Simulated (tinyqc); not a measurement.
The integration grid: Kohn-Sham B3LYP on finer and finer grids in the sto-6g basis, for CH3, spin multiplicity 2. Computed by the program tinyqc with PySCF. Self-consistent on each grid; the net force on the molecule should vanish.

Geometry (angstrom):
```
atom        x        y       z
C      0.0000   0.0000  0.0310
H      1.0860   0.0000  0.0000
H     -0.5430   0.9410  0.0000
H     -0.5430  -0.9410  0.0000
```

Kohn-Sham energy on Becke grids (radial x angular points per atom):
```
grid       points  residual of the electron count  E (hartree)  E - finest (mhartree)  largest net force without grid terms (hartree/bohr)
10 x 14       554                       -1.80e-02   -39.729795               1.830206                                             7.30e-03
15 x 26      1550                       -1.95e-03   -39.734393              -2.768222                                             2.76e-03
20 x 50      3989                       -1.29e-03   -39.731860              -0.235258                                             4.07e-04
30 x 86     10300                       -6.55e-06   -39.731623               0.001999                                             3.35e-05
50 x 194    38772                        5.93e-06   -39.731625               0.000243                                             4.00e-06
75 x 302    90498                       -9.15e-08   -39.731625               0.000000                                             1.29e-06
120 x 590  282773                        2.44e-09   -39.731625               0.000000                                             1.94e-07
```

What does the comparison show, and why?

The energy is within 0.1 mhartree of the finest grid first at 30 x 86. The error has both signs, since quadrature is not variational. The electron count and the net force are cheap signs of a poor grid.
